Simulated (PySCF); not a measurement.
# How the numerical set-up moves the result for O2 (triplet)

Which parts of the numerical set-up matter for O2 (triplet)? Each run edits the base script.

Computed with PySCF 2.14.0. Level: method and basis as typed in the scripts.

**1. The system as given**

O2 (triplet): 2 atoms, charge 0, spin multiplicity 3.

Bond lengths: O1–O2 1.200 Å.

**2. The run that the others are compared with**

Contents of input.py:

```python
from pyscf import gto, dft

mol = gto.M(
    atom='O 0 0 0; O 0 0 1.2',
    basis='ano-rcc-vdzp',
    charge=0,
    spin=2,
    verbose=4,
)
mf = dft.UKS(mol, xc='b3lyp')
mf = mf.sfx2c1e()
mf.kernel()
mf.dip_moment()
print('orbital energies (hartree):', [e[max(0, n-3):n+3].round(4) for e, n in zip(mf.mo_energy, mol.nelec)])
```

Run with:

```sh
OMP_NUM_THREADS=1 python input.py
```

Its log is not repeated here.

It gives: E(SCF) = -150.490575 Eh, 7 cycles, ⟨S²⟩ = 2.009, μ = 0.00 D.

The bond length is a typed value, not an optimised one. The triplet is typed in the script; nothing here shows that it is the ground state.

**3. Integration grid (50, 194)**

Edit 1 changes integration grid: default → (50, 194).

Contents of input.py:

```python
from pyscf import gto, dft

mol = gto.M(
    atom='O 0 0 0; O 0 0 1.2',
    basis='ano-rcc-vdzp',
    charge=0,
    spin=2,
    verbose=4,
)
mf = dft.UKS(mol, xc='b3lyp')
mf = mf.sfx2c1e()
mf.grids.atom_grid = (50, 194)
mf.kernel()
mf.dip_moment()
print('orbital energies (hartree):', [e[max(0, n-3):n+3].round(4) for e, n in zip(mf.mo_energy, mol.nelec)])
```

Run with:

```sh
OMP_NUM_THREADS=1 python input.py
```

**4. Pcseg-1 (X2C off)**

Edit 2 changes basis set: ano-rcc-vdzp → pcseg-1; spin-free X2C: on → off.

Changes to input.py since step 2:

```diff
@@ -4,3 +4,3 @@
     atom='O 0 0 0; O 0 0 1.2',
-    basis='ano-rcc-vdzp',
+    basis='pcseg-1',
     charge=0,
@@ -10,3 +10,2 @@
 mf = dft.UKS(mol, xc='b3lyp')
-mf = mf.sfx2c1e()
 mf.kernel()
```

**5. Cc-pcvdz (X2C off)**

Edit 3 changes basis set: ano-rcc-vdzp → cc-pcvdz; spin-free X2C: on → off.

Changes to input.py since step 2:

```diff
@@ -4,3 +4,3 @@
     atom='O 0 0 0; O 0 0 1.2',
-    basis='ano-rcc-vdzp',
+    basis='cc-pcvdz',
     charge=0,
@@ -10,3 +10,2 @@
 mf = dft.UKS(mol, xc='b3lyp')
-mf = mf.sfx2c1e()
 mf.kernel()
```

What does the calculation give? Wanted: for each run, E(SCF); from base; gap, α spin.

As calculated:

| run | E(SCF) (hartree) | from base (eV) | cycles | gap, α spin (eV) | functions |
| --- | --- | --- | --- | --- | --- |
| base | -150.490575 | 0 | 7 | 12.25 | 28 |
| integration grid (50, 194) | -150.490574 | 0.0000 | 7 | 12.25 | 28 |
| pcseg-1 (X2C off) | -150.293871 | not comparable | 7 | 13.75 | 28 |
| cc-pcvdz (X2C off) | -150.336333 | not comparable | 7 | 14.03 | 36 |

In words: The SCF energy stays the same, to the digits that matter, with integration grid (50, 194).
